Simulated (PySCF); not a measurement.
Identify the compound

Molecular formula: C$_{2}$H$_{2}$F$_{2}$. Simulated spectra:

¹H NMR (400 MHz, computed): δ 4.08 (m, 2H).

¹³C{¹H} NMR (computed): δ 168.4 (t, J = 369.6 Hz), 68.8 (t, J = 29.0 Hz).

PySCF 2.14.0 with density-fitted response routines calculation with coordinates at the PBE0-D3(BJ)/def2-SVP level, NMR shieldings at HF/pcSseg-2/GIAO and spin–spin couplings from B3LYP/pcJ-1; non-relativistic Hamiltonian, no solvent model, a single conformation, fast rotation and ring inversion assumed for equivalent nuclei.

Scale: ¹H (σref 31.68), ¹³C (σref 191.47) against TMS (reference shieldings calculated alike).

Q: What is the structure?

A: 
The formula gives 1 degree of unsaturation (no ring in the answer). 2 carbon signals for 2 carbons: no two carbons are equivalent. Carbon types of the structure: 1 × C, 1 × CH2, which accounts for all hydrogens. δC 168.4: fully substituted alkene carbon. δC 68.8: terminal =CH2 carbon. δH 4.08: hydrogen on a terminal =CH2 carbon; attached to an sp2 carbon and in the plane of the double bond.

Structure: `C=C(F)F`.

Common functionals overestimate the size of one-bond C–F couplings by tens of Hz; these are unscaled. Splittings below 1 Hz are ignored in the labels, and close J values are merged. Couplings among chemically equivalent protons are left out too, so labels in AA′BB′ or AA′XX′ sets are apparent multiplicities. Shifts are as computed, not scaled to solution data. Of 1211 compounds with measured shifts, 218 miss one by over three times the rms of a fit or turn the order of signals round; such compounds aren't used in these exercises.
